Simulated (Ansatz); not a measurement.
`N=O` + `[OH]`• → `[N]=O`• + H₂O at 400 K and 1 bar (hydrogen abstraction from the N–H bond).

Computed with Ansatz on PBE0-D4/def2-TZVP structures; ΔE is electronic, products minus reactants. CBS: def2 TZ/QZ extrapolation, frozen cores. Open shells (•) are unrestricted, without spin–orbit coupling.

| species | CCSD(T)/CBS energy (Eh) | H − E (kJ/mol) | S (J/(mol·K)) |
| --- | --- | --- | --- |
| `N=O` | -130.36158 | 50.4 | 230.5 |
| `[OH]`• | -75.67603 | 34.1 | 192.6 |
| `[N]=O`• | -129.77645 | 23.8 | 219.5 |
| H₂O | -76.37685 | 69.8 | 198.6 |

H − E and S are ideal-gas, rigid-rotor, harmonic terms from PBE0-D4/def2-TZVP, with the whole ground term of open shells counted as degenerate. 1 Eh = 2625.50 kJ/mol, R = 8.31446 J/(mol·K).

**Question.** By hand: ΔE, ΔH, ΔS and ΔG.

**Answer.** ΔE = (-129.77645) + (-76.37685) − (-130.36158) − (-75.67603) = -0.11569 Eh = -303.7 kJ/mol. Δ(H − E) = 23.8 + 69.8 − 50.4 − 34.1 = 9.1, so ΔH = -294.6 kJ/mol. ΔS = 219.5 + 198.6 − 230.5 − 192.6 = -5.0 J/(mol·K). ΔG = -294.6 − 400 × (-5.0)/1000 = -292.6 kJ/mol.

**Question.** By hand: the equilibrium constant, and the temperature at which ΔG would vanish if ΔH and ΔS stayed fixed.

**Answer.** log₁₀ K = −ΔG/(RT ln 10) = 38.2. ΔG = 0 at ΔH/ΔS = 58920 K, far beyond where these terms or the molecules hold.

The number of gas molecules stays the same, so ΔS is small and ΔH decides. A doubt of 5 kJ/mol in ΔE shifts log₁₀ K by 0.7 here. These are equilibria of isolated gas molecules and say nothing of rates. Largest T1 diagnostic: 0.024 (customary marks: 0.02 for closed shells, 0.045 for open ones).
